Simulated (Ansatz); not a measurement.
# H₂S (singlet): wave-function methods side by side, cc-pV(D+d)Z

The task here is to estimate one member of a computed series from the others.

Method: cc-pV(D+d)Z, core rule «outside noble gas», up to 5 orbitals frozen; program: Ansatz 0.2.0, Gaussian basis.

Plan: UHF; CCSD(T) on RHF; BCCD(T) on RHF; CISD; CCSDT(Q) on RHF; CISDTQ; CCSDTQ on RHF; CASSCF and MRCISD+Q, 8 electrons in 6 orbitals; CASSCF and MRCISD+Q(relaxed), 8 electrons in 6 orbitals; CASSCF and NEVPT2, 8 electrons in 6 orbitals; Full CI.

9 further runs of the same task are left out: 9 set aside as unsound or not needed.

## What is computed

The geometry is an MP2(full)/6-31G* stationary point (not a proven minimum).

3 atoms, charge 0, spin multiplicity 1.

Atoms are counted from 1 here; the program's logs count them from 0.

Bond lengths: S1–H2 1.339 Å, S1–H3 1.339 Å. Angles: H2–S1–H3 93.3°.

As a file:

```mol
H2S
  3D, bonds by distance, orders not assigned

  3  2  0  0  0  0  0  0  0  0999 V2000
    0.0000    0.0000    0.0544 S   0  0
    0.0000    0.9743   -0.8648 H   0  0
    0.0000   -0.9743   -0.8648 H   0  0
  1  2  8  0
  1  3  8  0
M  END
```

Set-up of the first run:

Contents of in.yaml:

```yaml
crystal:
  periodic: [false, false, false]
  atoms:
    - {symbol: S, position_ang: [0.000000, 0.000000, 0.054372]}
    - {symbol: H, position_ang: [0.000000, 0.974269, -0.864846]}
    - {symbol: H, position_ang: [0.000000, -0.974269, -0.864846]}
basis:
  gaussian: {orbitals: "cc-pV(D+d)Z.json"}
magnetization: {spin_polarized: true, initial_magnetization: 0}
hamiltonian: {xc: hf}
output: {orbitals: {seedname: orbitals}}
```

Run with:

```bash
> ansatz run in.yaml --threads 1 --pin off --events-out ev --progress --plain --max-ram 3840MiB --backend cpu
```

Among the steps run: UHF; CCSD(T) on RHF; BCCD(T) on RHF; CISD; CCSDT(Q) on RHF; CISDTQ; CCSDTQ on RHF; CASSCF and MRCISD+Q, 8 electrons in 6 orbitals; CASSCF and MRCISD+Q(relaxed), 8 electrons in 6 orbitals; CASSCF and NEVPT2, 8 electrons in 6 orbitals; Full CI.

One of the session's tables, all rows but one given; the rest of the session is left out.

| method | from FCI (meV) |
| --- | --- |
| RHF | +4730.0 |
| RMP2 | +762.3 |
| CISD | ? |
| RCCSD | +119.0 |
| RCCSD(T) | +20.2 |
| BCCD(T) | +20.2 |
| RCCSDT | +7.5 |
| CISDTQ | +10.2 |
| RCCSDT(Q) | +0.9 |
| RCCSDTQ | +0.3 |
| CASSCF valence | +3791.7 |
| NEVPT2 valence | +866.4 |
| MRCISD valence | +208.9 |
| MRCISD+Q valence | -3.1 |
| MRCISD+Q(relaxed) valence | -18.3 |
| FCI | 0 |

Q: Estimate the row for CISD from the others.

**Answer.** from FCI (meV): +334.4. In the column «from FCI (meV)» it lies between MRCISD valence (+208.9) and RMP2 (+762.3).

Limits of these values: MRCISD+Q valence, MRCISD+Q(relaxed) valence fall below full CI: the +Q correction isn't variational, and the cores differ from full CI's.
